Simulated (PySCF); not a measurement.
# 3,3,3-trifluoropropene (C₃H₃F₃): core binding energies at several levels of theory, part 3 of 3

PySCF 2.14.0. Atoms count from 0. The steps go on from the part before.

**8. Core-electron binding energies: SCAN, X2C**

The job: settings as JSON, then the geometry in Å.

```
{"job": {"kind": "xps", "basis": "def2-TZVP"}, "charge": 0, "multiplicity": 1}
C      1.347092     0.436747    -0.053011
C      0.370873    -0.463855    -0.008711
C     -1.078130    -0.099373     0.032341
F     -1.276234     1.219865     0.007801
F     -1.731652    -0.626855    -1.008717
F     -1.661393    -0.575371     1.139102
H      2.395032     0.130099    -0.083737
H      1.128523     1.507566    -0.060772
H      0.563956    -1.540496    -0.001432
```

Method: delta-SCF UKS SCAN, def2-TZVP on the ionised atom, pcseg-1 elsewhere, spin-free X2C.

What it wrote:

```text
ground state, core basis on atom 0 (C), 116 functions
  cycle   1  E = -415.63923109  |g| = 8.00e-01
  cycle   2  E = -415.45742774  |g| = 1.32e+00
  cycle   3  E = -415.74883746  |g| = 1.28e-01
  cycle   4  E = -415.75225055  |g| = 6.13e-02
  cycle   5  E = -415.75311685  |g| = 2.28e-02
  cycle   6  E = -415.75324587  |g| = 3.64e-03
  cycle   7  E = -415.75324718  |g| = 1.71e-03
  cycle   8  E = -415.75324805  |g| = 6.23e-04
  cycle   9  E = -415.75324873  |g| = 2.59e-04
  E(ground) = -415.74803362 Eh
hole in C 1s of atom 0
  cycle   1  E = -404.47543529  |g| = 1.46e+00
  cycle   2  E = -403.77115771  |g| = 1.68e+00
  cycle   3  E = -404.88193344  |g| = 5.60e-01
  cycle   4  E = -405.00050666  |g| = 2.52e-01
  cycle   5  E = -405.02243298  |g| = 8.40e-02
  cycle   6  E = -405.02475942  |g| = 2.98e-02
  cycle   7  E = -405.02509418  |g| = 8.70e-03
  cycle   8  E = -405.02516534  |g| = 4.70e-03
  cycle   9  E = -405.02521374  |g| = 2.78e-03
  cycle  10  E = -405.02522945  |g| = 2.86e-03
  cycle  11  E = -405.02523958  |g| = 8.89e-04
  cycle  12  E = -405.02524144  |g| = 3.30e-04
  E(ion) = -405.02027277 Eh   <S^2> = 0.7971   hole on atom = 1.000   binding energy = 291.917 eV
ground state, core basis on atom 1 (C), 116 functions
  cycle   1  E = -415.75499847  |g| = 3.36e-02
  cycle   2  E = -415.75397167  |g| = 7.04e-02
  cycle   3  E = -415.75529754  |g| = 5.34e-03
  cycle   4  E = -415.75530374  |g| = 2.87e-03
  cycle   5  E = -415.75530321  |g| = 8.15e-04
  cycle   6  E = -415.75530276  |g| = 1.88e-04
  E(ground) = -415.75046553 Eh
hole in C 1s of atom 1
  cycle   1  E = -404.47178222  |g| = 1.47e+00
  cycle   2  E = -403.76084167  |g| = 1.74e+00
  cycle   3  E = -404.87020292  |g| = 5.82e-01
  cycle   4  E = -404.98997276  |g| = 2.49e-01
  cycle   5  E = -405.01731138  |g| = 5.45e-02
  cycle   6  E = -405.01839643  |g| = 2.31e-02
  cycle   7  E = -405.01858688  |g| = 7.91e-03
  cycle   8  E = -405.01862916  |g| = 3.55e-03
  cycle   9  E = -405.01865002  |g| = 2.18e-03
  cycle  10  E = -405.01865597  |g| = 1.21e-03
  cycle  11  E = -405.01865729  |g| = 7.36e-04
  cycle  12  E = -405.01865778  |g| = 2.07e-04
  E(ion) = -405.01436422 Eh   <S^2> = 0.7860   hole on atom = 1.000   binding energy = 292.144 eV
ground state, core basis on atom 2 (C), 116 functions
  cycle   1  E = -415.76358917  |g| = 3.99e-02
  cycle   2  E = -415.76268872  |g| = 7.34e-02
  cycle   3  E = -415.76387708  |g| = 8.55e-03
  cycle   4  E = -415.76388981  |g| = 4.86e-03
  cycle   5  E = -415.76389504  |g| = 4.56e-04
  E(ground) = -415.75731945 Eh
hole in C 1s of atom 2
  cycle   1  E = -404.27194951  |g| = 1.47e+00
  cycle   2  E = -402.11525585  |g| = 2.57e+00
  cycle   3  E = -404.64631826  |g| = 5.43e-01
  cycle   4  E = -404.71602462  |g| = 3.88e-01
  cycle   5  E = -404.77781041  |g| = 1.36e-01
  cycle   6  E = -404.78504083  |g| = 3.78e-02
  cycle   7  E = -404.78568948  |g| = 1.30e-02
  cycle   8  E = -404.78575206  |g| = 4.27e-03
  cycle   9  E = -404.78576211  |g| = 1.35e-03
  cycle  10  E = -404.78576365  |g| = 1.39e-03
  cycle  11  E = -404.78576504  |g| = 4.16e-04
  E(ion) = -404.78226030 Eh   <S^2> = 0.7697   hole on atom = 1.000   binding energy = 298.647 eV
ground state, core basis on atom 3 (F), 116 functions
  cycle   1  E = -415.79035170  |g| = 6.04e-02
  cycle   2  E = -415.78962321  |g| = 8.85e-02
  cycle   3  E = -415.79071269  |g| = 1.42e-02
  cycle   4  E = -415.79074119  |g| = 6.12e-03
  cycle   5  E = -415.79075020  |g| = 1.64e-03
  cycle   6  E = -415.79075165  |g| = 3.65e-04
  E(ground) = -415.78681927 Eh
hole in F 1s of atom 3
  cycle   1  E = -389.39745939  |g| = 2.46e+00
  cycle   2  E = -389.22682676  |g| = 1.96e+00
  cycle   3  E = -390.11998435  |g| = 6.21e-01
  cycle   4  E = -390.20270045  |g| = 3.83e-01
  cycle   5  E = -390.24853986  |g| = 4.17e-02
  cycle   6  E = -390.24898398  |g| = 2.02e-02
  cycle   7  E = -390.24918343  |g| = 5.99e-03
  cycle   8  E = -390.24919740  |g| = 3.40e-03
  cycle   9  E = -390.24920444  |g| = 5.77e-04
  cycle  10  E = -390.24920310  |g| = 1.39e-04
  E(ion) = -390.25267396 Eh   <S^2> = 0.7563   hole on atom = 1.000   binding energy = 694.819 eV
```

It took 22 s on 1 thread of Intel Xeon Platinum 8375C at 2.90GHz, shared host; peak memory 0.48 GiB.

The holes in one table. −ε is the ground-state orbital energy:

```
     hole  stands for              environment  ΔSCF (eV)  −ε (eV)   ⟨S²⟩
C1s on C0          C0     terminal =CH2 carbon     291.92    274.5  0.797
C1s on C1          C1                alkene CH     292.14    274.7  0.786
C1s on C2          C2               CF3 carbon     298.65    280.3  0.770
F1s on F3  F3, F4, F5  fluorine of a CF3 group     694.82    667.9  0.756
```

Each hole run stands for the others of its class of like atoms.

**9. Core-electron binding energies: SCAN, non-relativistic**

Same as in step 8 but for these lines:

```diff
@@ -1,2 +1,2 @@
-{"job": {"kind": "xps", "basis": "def2-TZVP"}, "charge": 0, "multiplicity": 1}
+{"job": {"kind": "xps", "x2c": false}, "charge": 0, "multiplicity": 1}
 C      1.347092     0.436747    -0.053011
```

Level: delta-SCF UKS SCAN, pcX-2 on the ionised atom, pcseg-1 elsewhere, non-relativistic.

What it wrote:

```text
ground state, core basis on atom 0 (C), 130 functions
  cycle   1  E = -415.34873951  |g| = 7.94e-01
  cycle   2  E = -415.17124000  |g| = 1.31e+00
  cycle   3  E = -415.45615427  |g| = 1.29e-01
  cycle   4  E = -415.45944576  |g| = 6.52e-02
  cycle   5  E = -415.46043317  |g| = 2.36e-02
  cycle   6  E = -415.46056435  |g| = 3.68e-03
  cycle   7  E = -415.46056832  |g| = 1.71e-03
  cycle   8  E = -415.46056931  |g| = 6.49e-04
  cycle   9  E = -415.46056815  |g| = 2.66e-04
  E(ground) = -415.45495323 Eh
hole in C 1s of atom 0
  cycle   1  E = -404.18452208  |g| = 1.50e+00
  cycle   2  E = -403.42580642  |g| = 1.85e+00
  cycle   3  E = -404.65256278  |g| = 4.84e-01
  cycle   4  E = -404.72271472  |g| = 2.81e-01
  cycle   5  E = -404.74879476  |g| = 8.34e-02
  cycle   6  E = -404.75097721  |g| = 2.85e-02
  cycle   7  E = -404.75129859  |g| = 9.90e-03
  cycle   8  E = -404.75137883  |g| = 5.51e-03
  cycle   9  E = -404.75141646  |g| = 3.01e-03
  cycle  10  E = -404.75143523  |g| = 2.97e-03
  cycle  11  E = -404.75144603  |g| = 8.05e-04
  cycle  12  E = -404.75144710  |g| = 2.89e-04
  E(ion) = -404.74631082 Eh   <S^2> = 0.8018   hole on atom = 1.000   binding energy = 291.397 eV
ground state, core basis on atom 1 (C), 130 functions
  cycle   1  E = -415.46190061  |g| = 4.80e-02
  cycle   2  E = -415.46108919  |g| = 6.34e-02
  cycle   3  E = -415.46202522  |g| = 2.13e-02
  cycle   4  E = -415.46214486  |g| = 5.84e-03
  cycle   5  E = -415.46214892  |g| = 1.04e-03
  cycle   6  E = -415.46214888  |g| = 2.43e-04
  E(ground) = -415.45692292 Eh
hole in C 1s of atom 1
  cycle   1  E = -404.18108346  |g| = 1.51e+00
  cycle   2  E = -403.41936103  |g| = 1.90e+00
  cycle   3  E = -404.63857937  |g| = 5.05e-01
  cycle   4  E = -404.71217578  |g| = 2.72e-01
  cycle   5  E = -404.74323140  |g| = 5.56e-02
  cycle   6  E = -404.74422521  |g| = 2.29e-02
  cycle   7  E = -404.74440473  |g| = 1.05e-02
  cycle   8  E = -404.74446090  |g| = 3.79e-03
  cycle   9  E = -404.74447568  |g| = 2.23e-03
  cycle  10  E = -404.74448221  |g| = 1.60e-03
  cycle  11  E = -404.74448540  |g| = 5.96e-04
  cycle  12  E = -404.74448510  |g| = 1.61e-04
  E(ion) = -404.74006492 Eh   <S^2> = 0.7895   hole on atom = 1.000   binding energy = 291.621 eV
ground state, core basis on atom 2 (C), 130 functions
  cycle   1  E = -415.47248878  |g| = 4.97e-02
  cycle   2  E = -415.47199076  |g| = 5.59e-02
  cycle   3  E = -415.47253651  |g| = 2.51e-02
  cycle   4  E = -415.47268599  |g| = 6.73e-03
  cycle   5  E = -415.47269506  |g| = 1.20e-03
  cycle   6  E = -415.47269697  |g| = 2.03e-04
  E(ground) = -415.46588236 Eh
hole in C 1s of atom 2
  cycle   1  E = -403.97905130  |g| = 1.50e+00
  cycle   2  E = -401.63561992  |g| = 2.78e+00
  cycle   3  E = -404.38607658  |g| = 5.04e-01
  cycle   4  E = -404.42719850  |g| = 4.15e-01
  cycle   5  E = -404.49948721  |g| = 1.36e-01
  cycle   6  E = -404.50623677  |g| = 4.12e-02
  cycle   7  E = -404.50696086  |g| = 1.49e-02
  cycle   8  E = -404.50703557  |g| = 4.81e-03
  cycle   9  E = -404.50704723  |g| = 1.19e-03
  cycle  10  E = -404.50704794  |g| = 6.88e-04
  cycle  11  E = -404.50704800  |g| = 6.46e-04
  cycle  12  E = -404.50704874  |g| = 1.55e-04
  E(ion) = -404.50361483 Eh   <S^2> = 0.7714   hole on atom = 1.000   binding energy = 298.298 eV
ground state, core basis on atom 3 (F), 130 functions
  cycle   1  E = -415.49894939  |g| = 6.56e-02
  cycle   2  E = -415.49852325  |g| = 6.64e-02
  cycle   3  E = -415.49902665  |g| = 2.96e-02
  cycle   4  E = -415.49914948  |g| = 7.53e-03
  cycle   5  E = -415.49916496  |g| = 1.29e-03
  cycle   6  E = -415.49916664  |g| = 4.50e-04
  E(ground) = -415.49549077 Eh
hole in F 1s of atom 3
  cycle   1  E = -389.13137677  |g| = 2.57e+00
  cycle   2  E = -388.92947349  |g| = 2.22e+00
  cycle   3  E = -389.90201012  |g| = 5.73e-01
  cycle   4  E = -389.95049495  |g| = 4.23e-01
  cycle   5  E = -390.00700090  |g| = 3.83e-02
  cycle   6  E = -390.00732430  |g| = 2.19e-02
  cycle   7  E = -390.00755392  |g| = 7.00e-03
  cycle   8  E = -390.00757198  |g| = 3.96e-03
  cycle   9  E = -390.00758094  |g| = 6.09e-04
  cycle  10  E = -390.00758100  |g| = 1.76e-04
  E(ion) = -390.01103541 Eh   <S^2> = 0.7569   hole on atom = 1.000   binding energy = 693.467 eV
```

It took 21 s on 1 thread of Intel Xeon Platinum 8375C at 2.90GHz, shared host; peak memory 0.48 GiB.

The holes in one table. −ε is the ground-state orbital energy:

```csv
hole,stands for,environment,ΔSCF (eV),−ε (eV),⟨S²⟩
C1s on C0,C0,terminal =CH2 carbon,291.40,274.5,0.802
C1s on C1,C1,alkene CH,291.62,274.6,0.789
C1s on C2,C2,CF3 carbon,298.30,280.4,0.771
F1s on F3,"F3, F4, F5",fluorine of a CF3 group,693.47,667.2,0.757
```

Each hole run stands for the others of its class of like atoms.

**10. What came out**

What follows sums up all 3 parts.

```
                                                  quantity                               value
                          C1s binding energies, SCAN/pcX-2  C2 298.39, C1 291.72, C0 291.50 eV
                          F1s binding energies, SCAN/pcX-2                        F3 694.11 eV
                         C1s binding energies, B3LYP/pcX-2  C2 298.51, C1 291.84, C0 291.66 eV
                         F1s binding energies, B3LYP/pcX-2                        F3 693.80 eV
                          C1s binding energies, PBE0/pcX-2  C2 297.95, C1 291.30, C0 291.10 eV
                          F1s binding energies, PBE0/pcX-2                        F3 693.23 eV
                           C1s binding energies, PBE/pcX-2  C2 297.13, C1 290.86, C0 290.62 eV
                           F1s binding energies, PBE/pcX-2                        F3 692.84 eV
C1s binding energies, HF/pcX-2 (standing for 1 of 3 atoms)                        C2 299.15 eV
                            F1s binding energies, HF/pcX-2                        F3 693.52 eV
                          C1s binding energies, SCAN/pcX-1  C2 298.42, C1 291.76, C0 291.54 eV
                          F1s binding energies, SCAN/pcX-1                        F3 694.31 eV
                      C1s binding energies, SCAN/def2-TZVP  C2 298.65, C1 292.14, C0 291.92 eV
                      F1s binding energies, SCAN/def2-TZVP                        F3 694.82 eV
        C1s binding energies, SCAN/pcX-2, non-relativistic  C2 298.30, C1 291.62, C0 291.40 eV
        F1s binding energies, SCAN/pcX-2, non-relativistic                        F3 693.47 eV
```

In words: Single values in the summary come from the first sound run of each kind (SCAN/pcX-2), which need not be the best level. At SCAN/pcX-2: The C1s levels kept as sound span 6.89 eV, from C0 (terminal =CH2 carbon) up to C2 (CF3 carbon). At B3LYP/pcX-2: The C1s levels kept as sound span 6.85 eV, from C0 (terminal =CH2 carbon) up to C2 (CF3 carbon). At PBE0/pcX-2: C2 (CF3 carbon) binds its C1s electron 6.85 eV more tightly than C0 (terminal =CH2 carbon). At PBE/pcX-2: The C1s levels kept as sound span 6.51 eV, from C0 (terminal =CH2 carbon) up to C2 (CF3 carbon). At SCAN/pcX-1: The C1s levels kept as sound span 6.87 eV, from C0 (terminal =CH2 carbon) up to C2 (CF3 carbon). At SCAN/def2-TZVP: C2 (CF3 carbon) binds its C1s electron 6.73 eV more tightly than C0 (terminal =CH2 carbon). At SCAN/pcX-2, non-relativistic: The C1s levels kept as sound span 6.90 eV, from C0 (terminal =CH2 carbon) up to C2 (CF3 carbon).
